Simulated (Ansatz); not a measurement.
```xyz
5

N    -0.608    0.063    0.245
Si    0.998   -0.236    0.717
Cl    1.892   -0.144   -1.186
H    -1.353    0.094    0.924
H    -0.929    0.223   -0.699
```

The species carries charge 0 and has multiplicity 1.

(1) List the PBE/def2-TZVPP orbital energies in eV (the Gaussian-basis code of Ansatz). (An estimate is asked.)

Results:

(1) Computed: Occupied: -2738.59, -1780.53, -380.84, -249.17, -189.83, -189.73, -189.69, -138.06, -94.88, -94.82, -94.69, -21.80, -20.01, -12.92, -12.84, -9.77, -8.24, -7.76, -7.13, -6.02. Lowest empty: -2.33, -0.60, 0.21, 1.40, 1.56, 3.88, 4.08, 4.55.
